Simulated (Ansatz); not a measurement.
# H3O (doublet): from Hartree-Fock to the top rungs at distance H1–H2 along a hydrogen transfer = 0.776 Å, cc-pVTZ

Aim: climb from Hartree-Fock through coupled cluster and multireference methods for H3O (doublet) at one geometry and basis, and see what each rung misses.

Computed with Ansatz 0.2.0, Gaussian basis. Level: cc-pVTZ, core rule «outside noble gas», up to 1 orbitals frozen.

The runs, in order: UHF; CCSD(T) on ROHF; CCSD(T) on UHF; BCCD(T) on ROHF; CCSDT(Q) on ROHF; CCSDT(Q) on UHF; CASSCF and MRCISD+Q, 3 electrons in 3 orbitals; CASSCF and NEVPT2, 3 electrons in 3 orbitals; CASSCF and MRCISD+Q, 9 electrons in 7 orbitals; CASSCF and NEVPT2, 9 electrons in 7 orbitals.

### 1 The geometry

The geometry derives from fragments relaxed apart (PBE0/def2-TZVP) and kept rigid, so it is no stationary point. A hydrogen atom is moved between rigid fragments.

4 atoms, charge 0, spin multiplicity 2.

Atoms are counted from 1 here; the program's logs count them from 0.

Bond lengths: H1–H2 0.776 Å, H2–O3 1.176 Å, O3–H4 0.973 Å. Angles: H1–H2–O3 180.0°, H2–O3–H4 105.0°.

Coordinates:

```xyz
4
H3O
H    -1.7996    0.0498    0.0000
H    -1.0236    0.0498    0.0000
O     0.1524    0.0498    0.0000
H     0.4042   -0.8901    0.0000
```

### 2 UHF

Input file in.yaml:

```yaml
crystal:
  periodic: [false, false, false]
  atoms:
    - {symbol: H, position_ang: [-1.799608, 0.049803, 0.000000]}
    - {symbol: H, position_ang: [-1.023608, 0.049803, 0.000000]}
    - {symbol: O, position_ang: [0.152392, 0.049803, 0.000000]}
    - {symbol: H, position_ang: [0.404250, -0.890147, 0.000000]}
basis:
  gaussian: {orbitals: cc-pVTZ}
magnetization: {spin_polarized: true, initial_magnetization: 1}
hamiltonian: {xc: hf}
output: {orbitals: {seedname: orbitals}}
```

Run with:

```
$ ansatz run in.yaml --threads 1 --pin off --events-out ev --progress --plain --max-ram 2816MiB --backend cpu
```

After this run come: CCSD(T) on ROHF; CCSD(T) on UHF; BCCD(T) on ROHF; CCSDT(Q) on ROHF; CCSDT(Q) on UHF; CASSCF and MRCISD+Q, 3 electrons in 3 orbitals; CASSCF and NEVPT2, 3 electrons in 3 orbitals; CASSCF and MRCISD+Q, 9 electrons in 7 orbitals; CASSCF and NEVPT2, 9 electrons in 7 orbitals.

Before running them: what should the planned runs give, taken together? Wanted: UCCSDT(Q) below the RHF energy; RMP2 from UCCSDT(Q); UMP2 from UCCSDT(Q); RCCSD from UCCSDT(Q); RCCSD(T) from UCCSDT(Q); UCCSD(T) from UCCSDT(Q); RCCSDT(Q) from UCCSDT(Q); NEVPT2 pair from UCCSDT(Q); MRCISD+Q pair from UCCSDT(Q).

The runs gave:

| quantity | value |
| --- | --- |
| UCCSDT(Q) below the RHF energy | -8.1806 eV |
| RMP2 from UCCSDT(Q) | +649.7 meV |
| UMP2 from UCCSDT(Q) | +718.7 meV |
| RCCSD from UCCSDT(Q) | +253.0 meV |
| RCCSD(T) from UCCSDT(Q) | +21.2 meV |
| UCCSD(T) from UCCSDT(Q) | +21.6 meV |
| RCCSDT(Q) from UCCSDT(Q) | +0.9 meV |
| NEVPT2 pair from UCCSDT(Q) | +577.9 meV |
| MRCISD+Q pair from UCCSDT(Q) | +130.2 meV |
| NEVPT2 valence from UCCSDT(Q) | +957.9 meV |
| levels within 1 kcal/mol (43 meV) | RCCSD(T), UCCSD(T), BCCD(T), RCCSDT, UCCSDT, RCCSDT(Q) |
| T1 diagnostic | 0.033 |
| effectively unpaired electrons | 1.01 |

RCCSD(T) misses by +21.2 meV, 0.3 % of the correlation energy. One determinant dominates. Of the multireference levels listed MRCISD+Q valence comes nearest in total energy (+77.0 meV), which doesn't show that its space is the better one. These misses are within one basis, not against nature; the frozen cores of restricted and unrestricted runs differ, which can shift their rows.
